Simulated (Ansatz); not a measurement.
System: 1T (CdI2-type) VS2. Method: rVV10 (Ansatz, a first-principles code, PAW).

Numerical settings: plane-wave cutoff 520 eV, 18×18×10 k mesh (along the axes of the cell as run), Fermi–Dirac smearing 0.05 eV, spin-polarised start, scalar-relativistic PAW data made under PBE.

Energies at three volumes about the minimum:

```csv
V (Å³/atom),E − E_lowest (meV/atom)
17.308,0.93
17.661,0.00
18.014,0.81
```

Question: Fit a parabola by hand: where is the minimum, and what is the bulk modulus?

Answer: Slopes: (0.00 − 0.93)/(17.661 − 17.308) = -2.635 and (0.81 − 0.00)/(18.014 − 17.661) = 2.295 meV/Å³. Curvature E″ = 2 × (2.295 − (-2.635))/(18.014 − 17.308) = 13.966 meV/Å⁶. From the middle of the first interval, the slope vanishes at V0 = 17.4845 − (-2.635)/13.966 = 17.673 Å³/atom. B = V0 E″ = 17.673 × 13.966 meV/Å³ × 0.1602 GPa per meV/Å³ = 39.5 GPa. The full Birch–Murnaghan fit to all volumes gives V0 = 17.662 Å³/atom and B0 = 39.1 GPa.

Shape and atoms are relaxed at each volume.

Note: the magnetic order was assumed, not searched for or taken from measurement; the relaxation could not lower the start's symmetry, so the cell can be a saddle point above a distorted one; the bulk modulus comes from volumes at which shape and atoms were relaxed.
